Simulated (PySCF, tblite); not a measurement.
# dimethylketene (C4H6O): geometry, infrared bands, NMR shifts and spin-spin couplings

What infrared bands, NMR shifts and spin-spin couplings should dimethylketene (C4H6O) (`CC(C)=C=O`) show?

Programs: tblite 0.8.0 and PySCF 2.14.0, with density-fitted response routines of our own. Each step states its level of theory. These are calculated values for one molecule in the gas phase, unless marked as measured. Atoms are numbered from 0 throughout.

## Step 1: Starting geometry

11 atoms, charge 0, multiplicity 1; geometry from: force field or distance geometry start.

Bonds of the start (Å): C0–C1 1.51, C1–C2 1.49, C1–C3 1.30, C3–O4 1.17, C0–H5 1.09, C0–H6 1.09, C0–H7 1.09, C2–H8 1.10, C2–H9 1.09, C2–H10 1.09.

## Step 2: Geometry optimisation with GFN2-xTB

The job: settings as JSON, then the geometry in Å.

```
{"job": {"kind": "relax", "xc": "GFN2-xTB", "basis": "xTB"}, "charge": 0, "multiplicity": 1}
C      1.351500    -0.027600     0.085400
C     -0.123000     0.317500     0.093100
C     -1.034700    -0.777500    -0.353000
C     -0.556400     1.484700     0.483000
O     -0.951200     2.525200     0.849600
H      1.952400     0.812400     0.430500
H      1.544500    -0.877700     0.734900
H      1.670400    -0.273900    -0.924800
H     -2.087100    -0.461000    -0.316700
H     -0.820900    -1.058400    -1.384800
H     -0.940000    -1.661100     0.276900
```

Launch:

```
OMP_NUM_THREADS=1 python probes_run.py task.json out
```

This one command runs all jobs of the session in turn.

**Question.** This job is followed by: GFN2-xTB harmonic vibrations, gas phase; GIAO PBE0/pcSseg-1 NMR shielding, non-relativistic, gas phase; B3LYP/pcJ-1 indirect spin-spin coupling, non-relativistic, gas phase. Predict these results of the whole session: strongest single infrared mode (GFN2-xTB); zero-point energy (GFN2-xTB); 13C shifts against TMS (PBE0/pcSseg-1, means over atoms taken as alike); 1H shifts against TMS (PBE0/pcSseg-1, means over atoms taken as alike); 17O shifts against H2O (PBE0/pcSseg-1); largest coupling of the table (B3LYP/pcJ-1).

**Answer**, as computed:

| quantity | value |
| --- | --- |
| strongest single infrared mode (GFN2-xTB) | 2277 cm⁻¹, 998 km/mol |
| zero-point energy (GFN2-xTB) | 55.2 kcal/mol |
| 13C shifts against TMS (PBE0/pcSseg-1, means over atoms taken as alike) | 207.9, 21.0, 15.2 ppm |
| 1H shifts against TMS (PBE0/pcSseg-1, means over atoms taken as alike) | 1.72 ppm |
| 17O shifts against H2O (PBE0/pcSseg-1) | 390.0 ppm |
| largest coupling of the table (B3LYP/pcJ-1) | 1J(C,H) C0–H5, 136.4 Hz |

Relaxing lowered the energy by 0.019 eV in 19 steps; the close pair that moved most is C1–C2, from 1.493 to 1.508 Å. No mode is imaginary among the 27: a minimum at this level. The strongest single mode, at 2277 cm⁻¹, moves mainly C3. GFN2-xTB is a fitted tight-binding method: band positions and strengths are rough. Its intensities can rank the bands wrongly. At PBE0/pcSseg-1: The largest span, 390 ppm, is at O4, where the paramagnetic term is -457 ppm. Of the pairs tabulated at B3LYP/pcJ-1, C0–H5 (mean over like pairs) couples most strongly (136.4 Hz; Fermi contact 134.8 Hz).
